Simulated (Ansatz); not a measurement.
# Which isomer of BH4NO gives these data?

These gas-phase data were calculated for one isomer of BH4NO at PBE0-D4/def2-TZVP (harmonic, unscaled wavenumbers; equilibrium rotational constants with average atomic masses):

* rotational constants: 59.31, 9.655, 8.303 GHz
* all wavenumbers above 1500 cm⁻¹: 3934, 3746, 3633, 2586, 1631

Candidates:

(1) `NBO`, a singlet
(2) `[NH3+][BH-]=O`, a singlet

Question: Which structure fits?

Answer: Candidate (1). 2 modes lie between 3250 and 3800 cm⁻¹, one for each N–H bond, while (2) has 3.

The same quantities for all candidates:

|  | rotational constants (GHz) | wavenumbers above 1500 cm⁻¹ | E above the lowest, PBE0-D4/def2-TZVP (kcal/mol) |
| --- | --- | --- | --- |
| (1) | 59.31, 9.655, 8.303 | 3934, 3746, 3633, 2586, 1631 | 0.0 |
| (2) | 47.06, 8.944, 7.833 | 3587, 3586, 3453, 2571, 1695, 1652, 1633 | 32.7 |

Harmonic stretches to hydrogen usually lie a few per cent above observed fundamentals. Each candidate is one conformer. Programs: Ansatz 0.2.0.
